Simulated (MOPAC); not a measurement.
MOPAC input (PM7):

```
PM7 PRECISE GNORM=0.05 LET XYZ GEO-OK AUX(PRECISION=9) THREADS=1
C2H4

C    -0.00121882 1   -0.00583875 1    0.66227812 1
C     0.00121882 1    0.00583875 1   -0.66227812 1
H     0.01665750 1    0.91035156 1    1.24013365 1
H    -0.02119201 1   -0.93207417 1    1.22382087 1
H     0.02119201 1    0.93207417 1   -1.22382087 1
H    -0.01665750 1   -0.91035156 1   -1.24013365 1
```

Output:

```
 *******************************************************************************
 **                                                                           **
 **                              MOPAC v23.2.5                                **
 **                                                                           **
 *******************************************************************************
 ** MOPAC's Digital Object Identifier: https://doi.org/10.5281/zenodo.6511958 **
 **                                                                           **
 ** Please cite the open-source release paper for use of this MOPAC version:  **
 ** J. E. Moussa and J. J. P. Stewart (2026)                                  **
 ** MOPAC: An open-source semiempirical molecular orbital program             **
 ** J. Open Source Softw., 11(119), 8025, https://doi.org/10.21105/joss.08025 **
 *******************************************************************************

                              PM7 CALCULATION RESULTS

 *******************************************************************************
 *  PM7        - The PM7 Hamiltonian to be used
 *  GEO-OK     - OVERRIDE INTERATOMIC DISTANCE AND OTHER SAFETY CHECKS
 *  LET        - OVERRIDE SOME SAFETY CHECKS
 *  PRECISE    - TIGHTER CRITERIA TO BE USED
 *  XYZ        - CARTESIAN COORDINATE SYSTEM TO BE USED
 *  GNORM      - EXIT WHEN GRADIENT NORM DROPS BELOW 0.050
 *  AUX        - OUTPUT AUXILIARY INFORMATION
 *******************************************************************************
PM7 PRECISE GNORM=0.05 LET XYZ GEO-OK AUX(PRECISION=9) THREADS=1
 C2H4

   ATOM   CHEMICAL          X               Y               Z
  NUMBER   SYMBOL      (ANGSTROMS)     (ANGSTROMS)     (ANGSTROMS)

     1       C         -0.00121882  *  -0.00583875  *   0.66227812  *
     2       C          0.00121882  *   0.00583875  *  -0.66227812  *
     3       H          0.01665750  *   0.91035156  *   1.24013365  *
     4       H         -0.02119201  *  -0.93207417  *   1.22382087  *
     5       H          0.02119201  *   0.93207417  *  -1.22382087  *
     6       H         -0.01665750  *  -0.91035156  *  -1.24013365  *

          CARTESIAN COORDINATES

    NO.       ATOM           X           Y           Z

     1         C         -0.0012     -0.0058      0.6623
     2         C          0.0012      0.0058     -0.6623
     3         H          0.0167      0.9104      1.2401
     4         H         -0.0212     -0.9321      1.2238
     5         H          0.0212      0.9321     -1.2238
     6         H         -0.0167     -0.9104     -1.2401

 General Reference for PM7:
 "Optimization of Parameters for Semiempirical Methods VI: More Modifications to the
 NDDO Approximations and Re-optimization of Parameters", J. J. P. Stewart, J. Mol. Mod., 1:32, 19 (2013)
 https://link.springer.com/article/10.1007/s00894-012-1667-x

           Empirical Formula: C2 H4  =     6 atoms

      MOLECULAR POINT GROUP   :   D2h

      RHF CALCULATION, NO. OF DOUBLY OCCUPIED LEVELS = 6

          Geometry optimization using EF

          DIAGONAL MATRIX USED AS START HESSIAN

 CYCLE:     1  GRAD.:    36.333 HEAT:  14.38848
 CYCLE:     2  GRAD.:   334.174 HEAT:  48.26491
 CYCLE:     3  GRAD.:    46.390 HEAT:  14.24164
 CYCLE:     4  GRAD.:   338.853 HEAT:  19.30026
 CYCLE:     5  GRAD.:    33.667 HEAT:  14.01973
 CYCLE:     6  GRAD.:    20.114 HEAT:  13.93370
 CYCLE:     7  GRAD.:    34.649 HEAT:  13.91517
 CYCLE:     8  GRAD.:     8.744 HEAT:  13.86589
 CYCLE:     9  GRAD.:     4.418 HEAT:  13.85780
 CYCLE:    10  GRAD.:     3.507 HEAT:  13.85612
 CYCLE:    11  GRAD.:     0.816 HEAT:  13.85515
 CYCLE:    12  GRAD.:     1.891 HEAT:  13.85608
 CYCLE:    13  GRAD.:     0.048 HEAT:  13.85500

     GRADIENT =  0.04822 IS LESS THAN CUTOFF =  0.05000

 -------------------------------------------------------------------------------
 PM7 PRECISE GNORM=0.05 LET XYZ GEO-OK AUX(PRECISION=9) THREADS=1
 C2H4

     GEOMETRY OPTIMISED USING EIGENVECTOR FOLLOWING (EF).
     SCF FIELD WAS ACHIEVED

                              PM7 CALCULATION
                                                       MOPAC v23.2.5 Linux

          FINAL HEAT OF FORMATION =         13.85500 KCAL/MOL =      57.96931 KJ/MOL

          COSMO AREA              =         71.32 SQUARE ANGSTROMS
          COSMO VOLUME            =         53.03 CUBIC ANGSTROMS

          GRADIENT NORM           =          0.04822          =       0.01969 PER ATOM
          IONIZATION POTENTIAL    =         10.753691 EV
          HOMO LUMO ENERGIES (EV) =        -10.754  1.012
          NO. OF FILLED LEVELS    =          6
          MOLECULAR WEIGHT        =         28.0536         POINT GROUP:  D2h

          MOLECULAR DIMENSIONS (Angstroms)

            Atom       Atom       Distance
            H     6    H     3     3.10091
            H     5    H     4     2.92971
            C     2    C     1     0.00000

          SCF CALCULATIONS        =         14

   ATOM   CHEMICAL          X               Y               Z
  NUMBER   SYMBOL      (ANGSTROMS)     (ANGSTROMS)     (ANGSTROMS)

     1       C         -0.00122362  *  -0.00586380  *   0.66486147  *
     2       C          0.00122360  *   0.00586309  *  -0.66486175  *
     3       H          0.01613805  *   0.88758797  *   1.27115863  *
     4       H         -0.02078742  *  -0.90985741  *   1.25524415  *
     5       H          0.02078743  *   0.90985821  *  -1.25524434  *
     6       H         -0.01613802  *  -0.88758635  *  -1.27115749  *

                             CARTESIAN COORDINATES

   1    C       -0.001223618    -0.005863795     0.664861475
   2    C        0.001223604     0.005863093    -0.664861751
   3    H        0.016138049     0.887587968     1.271158634
   4    H       -0.020787416    -0.909857407     1.255244149
   5    H        0.020787433     0.909858211    -1.255244339
   6    H       -0.016138018    -0.887586347    -1.271157491

           Empirical Formula: C2 H4  =     6 atoms

      MOLECULAR POINT GROUP   :   D2h

                  EIGENVALUES
 -26.84451 -20.30811 -16.13437 -14.52294 -12.04316 -10.75369   1.01215   5.38989
   5.72213   6.43815   6.43919   6.49126

              NET ATOMIC CHARGES AND DIPOLE CONTRIBUTIONS

  ATOM NO.   TYPE          CHARGE      No. of ELECS.   s-Pop       p-Pop
    1          C          -0.280411        4.2804     1.09533     3.18508
    2          C          -0.280411        4.2804     1.09533     3.18508
    3          H           0.140206        0.8598     0.85979
    4          H           0.140205        0.8598     0.85979
    5          H           0.140206        0.8598     0.85979
    6          H           0.140206        0.8598     0.85979
 DIPOLE           X         Y         Z       TOTAL
 POINT-CHG.     0.000     0.000     0.000     0.000
 HYBRID        -0.000    -0.000    -0.000     0.000
 SUM            0.000     0.000     0.000     0.000

          ATOMIC ORBITAL ELECTRON POPULATIONS

     Atom    s        px        py        pz
    1  C   1.09533   1.00006   1.14438   1.04064
    2  C   1.09533   1.00006   1.14438   1.04064
    3  H   0.85979
    4  H   0.85979
    5  H   0.85979
    6  H   0.85979

 **********************
 *                    *
 * JOB ENDED NORMALLY *
 *                    *
 **********************

 == MOPAC DONE ==
```
